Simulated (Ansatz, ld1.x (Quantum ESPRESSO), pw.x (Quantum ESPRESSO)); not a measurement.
Equation-of-state test of one RRKJ potential (zirconium (Zr))

zirconium, norm-conserving RRKJ (Kleinman–Bylander form), made with ld1.x (Quantum ESPRESSO) 7.5 (LDA (PW92), scalar-relativistic). Core [Kr], reference 4d2 5s2 5p0. Waves: 5p (bound, empty): rc 2.90 bohr; 4d (bound): rc 1.80 bohr; 5s (bound): rc 3.30 bohr. Local part: the s channel. Core correction: none. rho0 = 0.005.

Atomic tests: cutoffs needed: 30 Ry and 35 Ry (the cutoffs (Ry, on a coarse ladder) from which the occupation-weighted sum of valence levels, in a spherical-Bessel basis at the reference potential, stays within 10 and 1 mRy of its value at 400 Ry); ghost test: no extra level below or beside the all-electron valence levels (p, d, s, f tested) (spherical-Bessel basis up to 400 Ry, 20 bohr box); largest excitation error: +269 meV (all-electron minus pseudo) for 4d1 5s0 5p0, out of 7 test configurations.

Crystal test: sc Zr in pw.x 7.5, no spin, 12³ k-points, Fermi–Dirac smearing 0.01 Ry, cutoffs 45/180 Ry. The reference is all-electron LAPW (Ansatz 0.2.0) with the same functional, mesh and smearing; V0 and B0 come from Birch–Murnaghan fits to the pressures at five volumes. Errors are pseudo minus all-electron; Δ is the rms difference of the E(V) curves that follow from these fits, minima aligned, over ±6 % about the mean V0. Mesh and smearing are coarse, so the numbers serve the comparison and aren't converged zero-temperature values; the lattice is a test structure that the element need not adopt.

All-electron: a0 = 2.838 Å (V0 = 22.86 Å³/atom), B0 = 76.9 GPa.

Problem. How far does the potential miss the all-electron equation of state?

Solution. mean pressure error (GPa): +1.30; a0 (Å): 2.855; a0 error (%): +0.60; B0 error (%): -5.8; Δ (meV/atom): 6.6. The largest radius (3.30 bohr) exceeds half the bond length (2.69 bohr), so the spheres overlap, which is one possible source of error among others. This is a poor potential for the solid.

```csv
V (Å³/atom),P all-electron (GPa),P pseudo (GPa)
21.818,3.91,5.17
22.392,1.66,2.97
22.966,-0.34,0.99
23.540,-2.13,-0.81
24.114,-3.72,-2.43
```

Problem. At the middle volume, how do free energy and pressure move when the wave cutoff is lowered (ecutrho kept at four times it)?

Solution.

```csv
cutoff (Ry),shift of F (meV/atom),shift of P (GPa)
20,+818.9,-19.40
27,+73.5,-3.25
36,+1.4,+0.00
```

Input at the middle volume:

```
&control
  calculation='scf', prefix='x', pseudo_dir='./', outdir='./tmp', tstress=.true., disk_io='low'
/
&system
  ibrav=0, nat=1, ntyp=1, ecutwfc=45, ecutrho=180, nbnd=9,
  occupations='smearing', smearing='fd', degauss=0.01
/
&electrons
  conv_thr=1e-09, mixing_beta=0.4, electron_maxstep=70
/
ATOMIC_SPECIES
Zr 1.0 Zr.UPF
CELL_PARAMETERS angstrom
  2.84246496 0.00000000 0.00000000
  0.00000000 2.84246496 0.00000000
  0.00000000 0.00000000 2.84246496
ATOMIC_POSITIONS crystal
Zr 0.0000 0.0000 0.0000
K_POINTS automatic
12 12 12 0 0 0
```

```bash
pw.x < Zr.scf.in > Zr.scf.out
```

Lines of the output:

```
Message from routine setup:
     using ibrav=0 with symmetry is DISCOURAGED, use correct ibrav instead
     lattice parameter (alat)  =       5.3715  a.u.
     unit-cell volume          =     154.9822 (a.u.)^3
     number of electrons       =         4.00
     number of Kohn-Sham states=            9
     kinetic-energy cutoff     =      45.0000  Ry
     charge density cutoff     =     180.0000  Ry
     scf convergence threshold =      1.0E-09
     Exchange-correlation= PW
     number of k points=    84  Fermi-Dirac smearing, width (Ry)=  0.0100
     iteration #  1     ecut=    45.00 Ry     beta= 0.40
     total energy              =      -6.11198633 Ry
     estimated scf accuracy    <       0.00354907 Ry
     iteration #  2     ecut=    45.00 Ry     beta= 0.40
     total energy              =      -6.11301888 Ry
     estimated scf accuracy    <       0.00127827 Ry
     iteration #  3     ecut=    45.00 Ry     beta= 0.40
     total energy              =      -6.11321597 Ry
     estimated scf accuracy    <       0.00005196 Ry
     iteration #  4     ecut=    45.00 Ry     beta= 0.40
     c_bands:  1 eigenvalues not converged
     total energy              =      -6.11323358 Ry
     estimated scf accuracy    <       0.00000145 Ry
     iteration #  5     ecut=    45.00 Ry     beta= 0.40
     total energy              =      -6.11323425 Ry
     estimated scf accuracy    <       0.00000020 Ry
     iteration #  6     ecut=    45.00 Ry     beta= 0.40
     total energy              =      -6.11323422 Ry
     estimated scf accuracy    <       0.00000012 Ry
     iteration #  7     ecut=    45.00 Ry     beta= 0.40
     total energy              =      -6.11323424 Ry
     estimated scf accuracy    <          1.0E-09 Ry
     iteration #  8     ecut=    45.00 Ry     beta= 0.40
     the Fermi energy is     7.6338 ev
!    total energy              =      -6.11323424 Ry
     estimated scf accuracy    <          7.3E-10 Ry
     smearing contrib. (-TS)   =      -0.00778936 Ry
     The total energy is F=E-TS. E is the sum of the following terms:
     one-electron contribution =       4.39771283 Ry
     hartree contribution      =       0.10224501 Ry
     xc contribution           =      -2.15395963 Ry
     ewald contribution        =      -8.45144308 Ry
     convergence has been achieved in   8 iterations
          total   stress  (Ry/bohr**3)                   (kbar)     P=        9.86
```

The run at the middle volume (84 k-points, 8 iterations) took about 4.8 s on one core of a shared host (Neoverse-V2, 96 threads, 742 GiB, load 65).
